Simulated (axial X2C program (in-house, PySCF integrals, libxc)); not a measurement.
# HSiH: bond lengths and stretches, held linear

One table from this session's results is given with a row withheld; the runs are named, their logs left out.

Program: an in-house X2C program for linear molecules on PySCF integrals. Level of theory: all-electron X2C, two-component (2c) or spin-free, H dyall-v3z, Si dyall-v3z. These are calculated values, not measurements.

All values are calculated.

2 further runs of the same task are left out: 2 set aside as unsound or not needed.

The first run:

task.json reads:

```json
{"zs": [1, 14, 1], "q": 0, "bas": ["dyall-v3z", "dyall-v3z", "dyall-v3z"], "r0": [1.48, 1.48], "symm": 1, "scan": ["PBE0", "HF", "B3LYP"], "levels": ["PBE0", "HF", "PBE"], "nst": 2}
```

Keys: zs atomic numbers; q charge; bas basis sets; r0 starting distance in Å; symm equal bonds; scan levels of the two-bond scan (MP2 follows by itself at each HF point); levels methods; nst determinants followed.

Run with:

```console
python solin.py task.json out
```

Masses H 1.008, Si 27.977, H 1.008 u.

Among the steps run: Scan at PBE0, 2c; Scan at HF, 2c; Scan at B3LYP, 2c.

One table of the session follows, with a row left open; its other results are not shown here.

| level | r(H–Si) (Å) | r(Si–H) (Å) | lower stretch (cm⁻¹) | upper stretch (cm⁻¹) |
| --- | --- | --- | --- | --- |
| PBE0, 2c | ? | ? | ? | ? |
| HF, 2c | 1.454 | 1.454 | 2356.4 | 2437.9 |
| B3LYP, 2c | 1.456 | 1.456 | 2292.6 | 2412.9 |
| MP2, 2c | 1.451 | 1.451 | 2358.6 | 2501.3 |
| PBE0, spin-free | 1.461 | 1.461 | 2299.2 | 2412.9 |
| HF, spin-free | 1.454 | 1.454 | 2356.6 | 2438.2 |
| B3LYP, spin-free | 1.456 | 1.456 | 2292.9 | 2413.2 |
| MP2, spin-free | 1.451 | 1.451 | 2358.8 | 2501.6 |

**Question.** Estimate the row for PBE0, 2c.

**Answer.** r(H–Si) (Å): 1.461; r(Si–H) (Å): 1.461; lower stretch (cm⁻¹): 2298.8; upper stretch (cm⁻¹): 2412.6.

Scans not shown above were run alike.

To keep in mind: The molecule was held linear; bending was not examined, so a bent shape may lie lower.
